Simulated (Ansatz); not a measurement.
Geometry optimisation, Ansatz, RHF/def2-SVP.

Input file:

```yaml
crystal:
  periodic: [false, false, false]
  atoms:
    - { symbol: Si, position_ang: [-0.512871, -0.048361, -0.300453] }
    - { symbol: Cl, position_ang: [0.393772, 0.648805, 2.843747] }
    - { symbol: H, position_ang: [0.472652, -1.024235, 0.196773] }
    - { symbol: H, position_ang: [-0.052293, 1.3467, -0.188811] }
    - { symbol: H, position_ang: [-0.741634, -0.336102, -1.741953] }
    - { symbol: "N", position_ang: [-2.011459, -0.215048, 0.662699] }
    - { symbol: H, position_ang: [-2.426554, -1.129537, 0.69684] }
    - { symbol: H, position_ang: [-2.730491, 0.46455, 0.485839] }
    - { symbol: H, position_ang: [-0.841621, 0.293227, 2.520319] }
basis:
  gaussian: { orbitals: def2-SVP }
hamiltonian:
  xc: hf
relax:
  f_tol: 0.03
  max_steps: 50
output:
  orbitals: {}
```

Launched with:

```bash
$ ansatz run input.yaml --threads 1 --pin off --max-ram 2048MiB --backend cpu --events-out ev --progress --plain --runs-dir out
```

Where does it end, and by what steps?

It converged. After 11 steps the energy has fallen by 0.211 eV; Cl2 moved furthest, 1.01 Å.

```tsv
step	energy less start (eV)	largest force component (eV/Å)	accepted
0	0.0000	1.260	yes
1	-0.0952	1.102	yes
2	-0.0959	1.406	yes
3	-0.1862	0.216	yes
4	-0.1910	0.241	yes
5	-0.2000	0.164	yes
6	-0.2083	0.070	yes
7	-0.2100	0.107	yes
8	-0.2107	0.063	yes
9	-0.2108	0.032	yes
10	-0.2107	0.108	no
11	-0.2110	0.007	yes
```

```xyz
9
Properties=species:S:1:pos:R:3
Si -0.533 -0.092 -0.564
Cl -0.230 0.627 3.644
H 0.517 -1.077 -0.230
H 0.018 1.279 -0.599
H -1.063 -0.415 -1.913
N -1.737 -0.149 0.702
H -2.136 -1.044 0.921
H -2.470 0.538 0.674
H -0.818 0.332 2.539
```

Whether the end is a true minimum wasn't checked by a vibrational analysis.

The run took 15 s on 1 thread of Arm Neoverse V1 (shared host), peak memory 0.14 GiB.
